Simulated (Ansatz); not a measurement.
# PH (singlet): wave-function methods side by side, aug-cc-pVTZ

One table from this session's results is given with a row withheld; the runs are named, their logs left out.

Method: aug-cc-pVTZ, core rule «outside noble gas», up to 5 orbitals frozen; program: Ansatz 0.2.0, Gaussian basis.

The runs, in order: UHF; CCSD(T) on RHF; CCSD(T) on UHF; BCCD(T) on RHF; CCSDT(Q) on RHF; CCSDT(Q) on UHF; CCSDTQ on RHF; CASSCF and MRCISD+Q, 6 electrons in 5 orbitals; CASSCF and NEVPT2, 6 electrons in 5 orbitals.

5 further runs of the same task are left out: 1 that didn't finish, 4 set aside as unsound or not needed.

**The system**

The geometry is a PBE0/def2-TZVP stationary point (not a proven minimum).

2 atoms, charge 0, spin multiplicity 1.

Atoms are counted from 1 here; the program's logs count them from 0.

Bond lengths: P1–H2 1.427 Å.

Set-up of the first run:

Contents of in.yaml:

```yaml
crystal:
  periodic: [false, false, false]
  atoms:
    - {symbol: P, position_ang: [0.000000, 0.000000, 0.000000]}
    - {symbol: H, position_ang: [0.000000, 0.000000, 1.427400]}
basis:
  gaussian: {orbitals: aug-cc-pVTZ}
magnetization: {spin_polarized: true, initial_magnetization: 0}
hamiltonian: {xc: hf}
output: {orbitals: {seedname: orbitals}}
```

Command:

```
$ ansatz run in.yaml --threads 1 --pin off --events-out ev --progress --plain --max-ram 3956MiB --backend cpu
```

Among the steps run: UHF; CCSD(T) on RHF; CCSD(T) on UHF; BCCD(T) on RHF; CCSDT(Q) on RHF; CCSDT(Q) on UHF; CCSDTQ on RHF; CASSCF and MRCISD+Q, 6 electrons in 5 orbitals; CASSCF and NEVPT2, 6 electrons in 5 orbitals.

One table of the session follows, with a row left open; its other results are not shown here.

| method | from RCCSDT(Q) (meV) |
| --- | --- |
| RHF | +4773.3 |
| UHF | +3204.9 |
| RMP2 | +1325.5 |
| UMP2 | +349.1 |
| RCCSD | +462.7 |
| UCCSD | -431.8 |
| RCCSD(T) | +239.7 |
| UCCSD(T) | -619.3 |
| BCCD(T) | +241.6 |
| RCCSDT | ? |
| UCCSDT | -900.3 |
| RCCSDT(Q) | 0 |
| UCCSDT(Q) | -976.8 |
| RCCSDTQ | +10.8 |
| CASSCF valence | +3684.7 |
| NEVPT2 valence | +904.8 |
| MRCISD valence | +263.5 |
| MRCISD+Q valence | +9.5 |

**Question.** Estimate the row for RCCSDT.

**Answer.** from RCCSDT(Q) (meV): +35.4. In the column «from RCCSDT(Q) (meV)» it lies between RCCSDTQ (+10.8) and RCCSD(T) (+239.7).

Limits of these values: The determinant is far from a pure spin state, so its energy mixes those of several spin states (harmless only where they are near-degenerate, as at dissociation). The report flags that the cluster equations may have other roots. The program flags UCCSD(T), RCCSDT(Q), UCCSDT(Q), RCCSDTQ as in doubt, so the zero of the table is itself unsure. Warnings: restricted reference is unstable; spin contamination. Restricted and unrestricted rows rest on different reference determinants; where their highest levels disagree by more than a few hundredths of an eV, they describe different states and don't form one ladder.
